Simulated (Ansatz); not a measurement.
# C2H4B (charge +1): a dynamics run in two tries

Wanted: a short trajectory, and a check that the input is sound. SMILES of the start: B=C[CH2+].

Method: UKS r2SCAN-D4/def2-SVP, in Ansatz 0.2.0.

### 1 The structure to begin with

Bond lengths: B1–C2 1.486 Å, C2–C3 1.363 Å, B1–H4 1.189 Å, C2–H5 1.084 Å, C3–H6 1.197 Å, C3–H7 1.066 Å. Angles: B1–C2–C3 109.0°, B1–C2–H5 120.7°, C3–C2–H5 130.1°, C2–B1–H4 172.1°, C2–C3–H6 121.3°, C2–C3–H7 127.0°, H6–C3–H7 111.6°.

Structure file:

```xyz
7

B    -1.1125   -0.3790   -0.8326
C    -0.2924    0.6424   -0.1309
C     0.7332    0.0205    0.5163
H    -1.6596   -1.3042   -1.3398
H    -0.5038    1.6988   -0.2508
H     1.5807    0.6458    1.0843
H     0.9038   -1.0292    0.5890
```

### 2 First try

input.yaml reads:

```yaml
crystal:
  periodic: [false, false, false]
  atoms:
    - { symbol: B, position_ang: [-1.112507, -0.379009, -0.832608] }
    - { symbol: C, position_ang: [-0.29237, 0.642356, -0.130944] }
    - { symbol: C, position_ang: [0.733193, 0.020459, 0.51627] }
    - { symbol: H, position_ang: [-1.659584, -1.304196, -1.339826] }
    - { symbol: H, position_ang: [-0.503808, 1.698797, -0.250802] }
    - { symbol: H, position_ang: [1.580666, 0.645772, 1.084301] }
    - { symbol: H, position_ang: [0.903802, -1.029164, 0.588986] }
total_charge: 1
magnetization:
  spin_polarized: true
basis:
  gaussian: { orbitals: def2-SVP }
hamiltonian:
  xc: r2scan
  dispersion: d4
md:
  timestep: 0.5
  n_steps: 25
  ensemble: nvt_langevin
  initial_velocities: maxwell_boltzmann
  seed: 35325
```

Started as:

```sh
> ansatz run input.yaml --threads 2 --pin off --max-ram 3072MiB --backend cpu --events-out ev --progress --plain --runs-dir out
```

What does the calculation give? Wanted: first try.

**Answer**, as computed:

| quantity | value |
| --- | --- |
| first try | refused |
| cause | a Langevin thermostat is asked for with no temperature to hold |

In words: The fault in the first input was caught at the input check and cost nothing.
